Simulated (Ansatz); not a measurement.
# Al₂B (quartet): from Hartree-Fock to the top rungs, def2-QZVPP

An exercise on one series of results from a longer session: the logs are not shown, and one member is left open.

Computed with Ansatz 0.2.0, Gaussian basis. Level: def2-QZVPP, core rule «outside noble gas», up to 11 orbitals frozen.

To be run: UHF; ROHF; CCSD(T) on UHF.

5 further runs of the same task are left out: 1 that didn't finish, 4 set aside as unsound or not needed. Runs told in other sessions of the task aren't counted.

### What is computed

The geometry is a PBE0/def2-TZVP stationary point (not a proven minimum).

3 atoms, charge 0, spin multiplicity 4.

Atoms are counted from 1 here; the program's logs count them from 0.

Bond lengths: Al1–B2 2.078 Å, B2–Al3 2.078 Å. Angles: Al1–B2–Al3 90.5°.

The first run:

The input, in.yaml:

```yaml
crystal:
  periodic: [false, false, false]
  atoms:
    - {symbol: Al, position_ang: [0.000000, -0.244231, 1.475660]}
    - {symbol: B, position_ang: [0.000000, 1.219080, 0.000000]}
    - {symbol: Al, position_ang: [0.000000, -0.244231, -1.475660]}
basis:
  gaussian: {orbitals: "def2-QZVPP.json"}
magnetization: {spin_polarized: true, initial_magnetization: 3}
hamiltonian: {xc: hf}
output: {orbitals: {seedname: orbitals}}
```

The run is started by

```sh
ansatz run in.yaml --threads 1 --pin off --events-out ev --progress --plain --max-ram 2393MiB
```

Among the steps run: UHF; ROHF; CCSD(T) on UHF.

One of the session's tables, all rows but one given; the rest of the session is left out.

It belongs to the step «Misses and costs». 

| method | from UCCSD(T) (kcal/mol) |
| --- | --- |
| ROHF | +151.63 |
| UHF | +145.63 |
| UMP2 | ? |
| UCCSD | +10.43 |
| UCCSD(T) | 0 |

Estimate the missing values for UMP2.

The run gave: from UCCSD(T) (kcal/mol): +30.47. In the column «from UCCSD(T) (kcal/mol)» it lies between UCCSD (+10.43) and UHF (+145.63).
